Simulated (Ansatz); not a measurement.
Born–Oppenheimer molecular dynamics of Cl2 + H2 (4 atoms, charge 0, multiplicity 1). It starts from a relaxed structure.

Method: UKS PBE/def2-SVP (Ansatz).

- ensemble: NVT, Langevin thermostat
- time step: 0.5 fs
- steps asked: 250
- set temperature: 1500 K
- friction: 0.02 /fs
- temperature schedule: 62 steps to 1500 K, then 188 steps to 375 K
- seed: 152297

First frame:

```xyz
4
Properties=species:S:1:pos:R:3
H 0.024 -0.060 -2.353
H 0.060 -0.011 -1.587
Cl -0.682 -0.486 2.582
Cl 0.599 0.557 1.358
```

How far do the bonds stretch over the last three quarters of this one trajectory? (Pairs bonded in most of those frames.)


| bond | mean (Å) | spread (Å) | shortest | longest |
| --- | --- | --- | --- | --- |
| H1–H2 | 0.794 | 0.073 | 0.67 | 0.92 |
| Cl3–Cl4 | 2.086 | 0.056 | 2.00 | 2.18 |

Mean temperature of the second half: 844 K. The schedule's set-point averaged 749 K over the second half and the system 844 K. A run of 0.12 ps of so small a system gives no equilibrium averages.

The run took 3.9 min on 1 thread of Arm Neoverse V1, on a shared host, peak memory 0.094 GiB.
